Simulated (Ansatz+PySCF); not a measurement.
## doublet CH2F: levels of theory in one basis

```xyz
4

C     0.6509    0.0000   -0.0599
H     1.1255   -0.9759    0.1313
H     1.1255    0.9759    0.1313
F    -0.6903    0.0000    0.0083
```

Basis set: cc-pVTZ (spherical functions). Correlated methods keep 2 orbitals frozen. Correlation on ROHF uses semicanonical orbitals with singles. Charge 0, multiplicity 2.

Computed with Ansatz (development build ahead of 0.2.0); each method stands on the lowest determinant of its kind that the runs found.

```tsv
method	E − E(ROHF) (eV)	<S²> of the determinant
ROHF	0.00	0.75
UHF	-0.12	0.76
ROHF-MP2	-10.98	–
UHF-MP2	-10.97	0.76
ROHF-CCSD(T)	-11.74	–
```

What does UHF-CCSD give on the same scale?

-11.40 eV.
